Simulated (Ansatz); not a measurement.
Mulliken charges of `C#CN=C=C` from PBE/def2-TZVPP in Ansatz (PBE0-D4/def2-TZVP geometry).

```csv
atom,x (Å),y (Å),z (Å),charge (e)
C1,0.469,1.254,2.250,-0.243
C2,0.192,0.423,1.427,0.005
N3,-0.136,-0.581,0.624,-0.057
C4,-0.195,-0.630,-0.594,0.061
C5,-0.293,-0.803,-1.879,-0.228
H6,0.719,2.009,2.956,0.229
H7,0.564,-1.131,-2.452,0.117
H8,-1.227,-0.598,-2.387,0.117
```

**Question.** By hand: the dipole of these point charges (1 e Å = 4.8032 D).

**Answer.** Σ q r = (0.037, 0.133, -0.072) e Å, of length 0.156 e Å = 0.75 D.

**Question.** How does the dipole of the full density compare? (An estimate is asked.)

**Answer.** Computed: (0.019, 0.091, -0.217) e Å, 1.13 D; the point charges give 0.66 times that, at 39° from its direction.

Point charges leave out the atoms' own dipoles, such as those of lone pairs, and Mulliken's split depends on the basis, so the two needn't agree.
